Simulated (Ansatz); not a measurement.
One change: `CC1(Cl)CO1` becomes `CC1(C)CO1`.

Ansatz, PBE0-D4/def2-TZVP geometries, multiplicity 1. 

| property | `CC1(Cl)CO1` |
| --- | --- |
| LUMO energy (PBE0/def2-TZVPP) / eV | 0.89 |
| size of the dipole moment (PBE/def2-TZVPP) / D | 2.24 |
| HOMO–LUMO gap (B3LYP/def2-TZVPP) / eV | 8.57 |
| HOMO energy (PBE/def2-TZVPP) / eV | -6.72 |
| HOMO energy (ωB97M-V/def2-TZVPP) / eV | -10.54 |
| HOMO–LUMO gap (ωB97M-V/def2-TZVPP) / eV | 13.39 |

Task: Give the same properties after the change, and the shifts. (Best estimate.)

Result: Computed: 
```csv
property,`CC1(C)CO1`,shift
LUMO energy (PBE0/def2-TZVPP) / eV,1.30,0.41
size of the dipole moment (PBE/def2-TZVPP) / D,1.80,-0.44
HOMO–LUMO gap (B3LYP/def2-TZVPP) / eV,8.37,-0.20
HOMO energy (PBE/def2-TZVPP) / eV,-6.01,0.71
HOMO energy (ωB97M-V/def2-TZVPP) / eV,-10.13,0.41
HOMO–LUMO gap (ωB97M-V/def2-TZVPP) / eV,12.83,-0.56
```

With PBE0 the HOMO rises by 0.53 eV and the LUMO rises by 0.41 eV, so the gap narrows by about 0.12 eV. PBE moves the HOMO by 0.71 eV and ωB97M-V by 0.41 eV. Dipoles are sizes alone; their direction can turn.

Positive LUMOs are unbound, so they and the gaps depend on the basis.

B3LYP here is the variant with VWN-RPA as its local correlation; programs differ in this.
